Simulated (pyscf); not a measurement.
# Routes from Cl–GaH₂ + H₂

Candidate steps break at most two bonds and form at most two. Each was searched with GFN2-xTB (tblite) first. Structures and frequencies: ωB97X-D3(BJ)/def2-SVP in PySCF. Energies: ωB97M-D3(BJ)/def2-TZVP, kcal/mol, from the separated reactants, singlet surface; ΔG‡ with ideal gas, 1 atm, RRHO with modes under 100 cm⁻¹ raised to 100, one conformer, R ln 2 for chiral ones without a mode under 150 cm⁻¹.

| products | type | ΔE‡ | ΔE | ΔG‡ 298 K | ΔG‡ 900 K | ν‡ (cm⁻¹) |
|---|---|---|---|---|---|---|
| GaH₃ + HCl | four-centre exchange | 29.9 | +26.4 | 38.1 | 55.6 | 1000i |
| Cl–GaH₂ + H₂ | four-centre exchange | 34.0 | 0.0 | 43.0 | 60.9 | 1605i |

Row 1: On the product side the descent ends in a complex, 7.4 kcal/mol under the separated species and 8.3 kcal/mol under the saddle at ωB97X-D3(BJ)/def2-TZVP. 

Plain bond fissions and candidates not yet searched are not listed, and one of them may be faster. Each barrier is that of the saddle found; lower ones may exist. Elements up to Kr have no core potential and no relativistic terms here.
